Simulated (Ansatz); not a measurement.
A geometry relaxed with PBE-D3(BJ)/def2-TZVP run with Ansatz (a quantum-chemistry and plane-wave program), charge 0, multiplicity 1:

```xyz
4

Cl     1.7479     0.0003     0.0001
Cl    -0.8737    -1.5138     0.0000
B      0.0000     0.0000    -0.0004
Cl    -0.8742     1.5136     0.0002
```

Task: Write the SMILES of this molecule.

Result: `ClB(Cl)Cl`
